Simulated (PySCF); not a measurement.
Bonds broken one at a time in the series Si F-H. Isolated molecules, 0 K electronic values unless said otherwise. Strings in code marks are SMILES.

Calculation: B3LYP-D3(BJ)/def2-TZVP in PySCF. B3LYP has the VWN-RPA correlation part, as in Gaussian. 

| species | dipole moment (D) |
|---|---|
| whole molecule (`F[Si](F)(F)F`) | 0.00 |
| radical fragment (`F[Si](F)F`) | 1.22 |
| radical fragment (`[F]`) | 0.00 |
| whole molecule (`F[SiH](F)F`) | 1.34 |
| radical fragment (`[SiH2]F`) | 1.26 |
| whole molecule (`[SiH3]F`) | (withheld) |
| radical fragment (`[SiH3]`) | (withheld) |
| whole molecule (`[SiH4]`) | 0.00 |

Task: Some entries are withheld; supply them.

Result: 
- whole molecule (`[SiH3]F`), dipole moment (D): 1.31
- radical fragment (`[SiH3]`), dipole moment (D): 0.08
